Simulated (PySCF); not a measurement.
Level of theory: PBE0-D3(BJ)/def2-TZVP (PySCF 2.14.0). All species are isolated molecules in the gas phase. 

Reference species (SMILES): `[OH]` (neutral, multiplicity 2).

```json
{
  "dipole_moment": "1.77 D"
}
```

Changed species: `C[O]` (radical fragment; the reference has radical fragment).

### Question
Give the shifts of the dipole moment.

### Answer
the dipole moment rises by 0.25 D, to 2.02 D.
